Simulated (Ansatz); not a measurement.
One change: `OC1=CS1` becomes `CCC1=CS1`.

Ansatz, PBE0-D4/def2-TZVP geometries, multiplicity 1. Each molecule was computed in one conformer, which needn't be the lowest.

| property | `OC1=CS1` |
| --- | --- |
| LUMO energy (B3LYP/def2-TZVPP) / eV | -0.79 |
| HOMO energy (B3LYP/def2-TZVPP) / eV | -5.15 |
| size of the dipole moment (ωB97M-V/def2-TZVPP) / D | 3.43 |
| HOMO–LUMO gap (B3LYP/def2-TZVPP) / eV | 4.36 |
| LUMO energy (ωB97M-V/def2-TZVPP) / eV | 1.37 |
| size of the dipole moment (B3LYP/def2-TZVPP) / D | 3.43 |

(1) Give the same properties after the change, and the shifts. (Estimate.)

Results:

(1) Ansatz gave: 
```
                                          property  `CCC1=CS1`  shift
               LUMO energy (B3LYP/def2-TZVPP) / eV       -0.30   0.49
               HOMO energy (B3LYP/def2-TZVPP) / eV       -5.07   0.08
size of the dipole moment (ωB97M-V/def2-TZVPP) / D        2.92  -0.51
             HOMO–LUMO gap (B3LYP/def2-TZVPP) / eV        4.77   0.41
             LUMO energy (ωB97M-V/def2-TZVPP) / eV        2.10   0.73
  size of the dipole moment (B3LYP/def2-TZVPP) / D        2.94  -0.49
```

With PBE0 the HOMO rises by 0.07 eV and the LUMO rises by 0.43 eV, so the gap widens by about 0.36 eV. PBE moves the HOMO by 0.05 eV and ωB97M-V by 0.06 eV. Dipoles are sizes alone; their direction can turn.

B3LYP here is the variant with VWN-RPA as its local correlation; programs differ in this.
